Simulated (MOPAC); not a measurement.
MOPAC input (AM1):

```
AM1 FORCE THERMO(298,298) PRECISE LET GEO-OK AUX(PRECISION=9) THREADS=1
C2H4

C    -0.00122003 1   -0.00584423 1    0.66294079 1
C     0.00122003 1    0.00584424 1   -0.66294079 1
H     0.01666571 1    0.91273370 1    1.26470360 1
H    -0.02129057 1   -0.93488926 1    1.24834406 1
H     0.02129057 1    0.93488924 1   -1.24834405 1
H    -0.01666571 1   -0.91273372 1   -1.26470360 1
```

Task: Which zero-point energy does it print?

Result: 32.00 kcal/mol, from the harmonic wavenumbers of AM1.
